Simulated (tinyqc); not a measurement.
UKS/PBE in the sto-6g basis, for NH, spin multiplicity 3, step by step. One step of it, computed by the program tinyqc.

Question. Orthogonalisation. S = U s U^T; symmetric (Loewdin) form X = U s^(-1/2) U^T, so that X^T S X = 1.

overlap S:
```
           1N 1s     1N 2s    1N 2px    1N 2py    1N 2pz     2H 1s
1N 1s   1.000000  0.229416  0.000000  0.000000  0.000000  0.006999
1N 2s   0.229416  1.000000  0.000000  0.000000  0.000000  0.116043
1N 2px  0.000000  0.000000  1.000000  0.000000  0.000000  0.000000
1N 2py  0.000000  0.000000  0.000000  1.000000  0.000000  0.000000
1N 2pz  0.000000  0.000000  0.000000  0.000000  1.000000  0.130329
2H 1s   0.006999  0.116043  0.000000  0.000000  0.130329  1.000000
```

Give: eigenvalues of S; X.

Answer.

eigenvalues of S: 0.7379  0.8840  1.0000  1.0000  1.1095  1.2686

X:
```
          1N 1s    1N 2s  1N 2px  1N 2py   1N 2pz    2H 1s
1N 1s    1.0206  -0.1194  0.0000  0.0000  -0.0008   0.0069
1N 2s   -0.1194   1.0260  0.0000  0.0000   0.0060  -0.0606
1N 2px   0.0000   0.0000  1.0000  0.0000   0.0000   0.0000
1N 2py   0.0000   0.0000  0.0000  1.0000   0.0000   0.0000
1N 2pz  -0.0008   0.0060  0.0000  0.0000   1.0065  -0.0664
2H 1s    0.0069  -0.0606  0.0000  0.0000  -0.0664   1.0118
```
